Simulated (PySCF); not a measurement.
Compound: C5H13N.
Numbering: `[CH3:1][CH:2]([CH3:3])[N:4]([CH3:5])[CH3:6]` (hydrogens: H7, H8, H9 on C1; H10 on C2; H11, H12, H13 on C3; H14, H15, H16 on C5; H17, H18, H19 on C6)

Cartesian coordinates in Å at the PBE0-D3(BJ)/def2-TZVP level; atoms count from 1:
```xyz
19
C5H13N angstrom
C      0.9278    0.9928    0.9709
C      0.6268   -0.3719    0.3533
C      1.6990   -0.7588   -0.6527
N     -0.7069   -0.5029   -0.2282
C     -1.7574   -0.5141    0.7576
C     -1.0038    0.4224   -1.2947
H      1.8944    0.9724    1.4795
H      0.9756    1.7723    0.2061
H      0.1730    1.2824    1.7052
H      0.6550   -1.1157    1.1585
H      1.8275    0.0049   -1.4240
H      1.4406   -1.7008   -1.1394
H      2.6624   -0.8765   -0.1518
H     -1.5297   -1.2469    1.5356
H     -2.6988   -0.8061    0.2849
H     -1.9248    0.4620    1.2470
H     -0.2264    0.3915   -2.0590
H     -1.1145    1.4681   -0.9582
H     -1.9441    0.1312   -1.7696
```

All values: wB97X-D/pcSseg-2 (PySCF, non-relativistic), on one gas-phase PBE0-D3(BJ)/def2-TZVP geometry that isn't relaxed in the solvent. The solvent is an IEF-PCM continuum (Bondi radii, 1.10 Å for H, scaled by 1.2). Specific hydrogen bonds and non-electrostatic terms are outside this model.

Gas phase at wB97X-D/pcSseg-2: HOMO -7.81 eV, LUMO 2.23 eV, dipole 0.58 D.

Question: What does the continuum do to the energy, the frontier levels and the dipole at wB97X-D/pcSseg-2 in chloroform?

Answer: 
```csv
solvent,ε,E(solvent) − E(gas) (kcal/mol),polarisation term (kcal/mol),distortion of the solute (kcal/mol),HOMO (eV),LUMO (eV),dipole (D)
chloroform,4.711,-1.63,-1.76,0.13,-7.82,2.35,0.81
```

The polarisation term is half the interaction of the solute with the surface charges that it induces; the rest is the cost of distorting the solute's density. The sum is the electrostatic part of solvation alone.

Question: Give the dipole vector in the frame of the coordinates (D, pointing from negative to positive charge), gas and chloroform.

Answer: Gas (0.12, 0.46, 0.33), solvent (0.15, 0.66, 0.45). Its length changes by +39 % and its direction by 2°.

Note: wB97X-D ran without an empirical dispersion term, which enters the total energy and its gradient alone.
